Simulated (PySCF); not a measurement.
## Stretching CN⁻

Set-up: basis C aug-cc-pVDZ, N aug-cc-pVDZ; no relativity; PySCF 2.14. Energies in eV from C⁻ + N in their ground configurations at the same level. State: ¹Σ⁺ (singlet), closed shell.

| R (Å) | LC-ωPBE | TPSS |
| --- | --- | --- |
| 1.018 | -8.005 | -7.707 |
| 1.066 | -9.145 | -8.906 |
| 1.113 | -9.776 | -9.605 |
| 1.149 | -9.992 | -9.877 |
| 1.184 | -10.035 | -9.981 |
| 1.220 | -9.940 | -9.952 |
| 1.267 | -9.648 | -9.753 |
| 1.326 | -9.088 | -9.320 |
| 1.397 | -8.233 | -8.630 |
| 1.492 | -6.927 | -7.567 |

Q: Put a parabola through the three lowest points of the LC-ωPBE curve and estimate Re, k and ωe (reduced mass 6.462 u; 1 eV/Å² = 0.16022 mdyn/Å; ωe = 1302.8·√(k/μ) cm⁻¹).

A: Through R = 1.149, 1.184, 1.22 Å the second-order coefficient is 54.5 eV/Å², so Re ≈ 1.178 Å, k ≈ 17.5 mdyn/Å and ωe ≈ 2141 cm⁻¹. A polynomial fit of higher order to the unrounded LC-ωPBE energies gives Re = 1.176 Å, k = 18.3 mdyn/Å, ωe = 2195 cm⁻¹; anharmonicity and rounding make the difference.

The higher-order fit for each curve: LC-ωPBE: Re = 1.176 Å, ωe = 2195 cm⁻¹, De = 10.04 eV; TPSS: Re = 1.193 Å, ωe = 2046 cm⁻¹, De = 9.99 eV.

For an ion De counts to the pair picked by the measured ionisation energies or electron affinities, which need not be the lowest pair at this level.
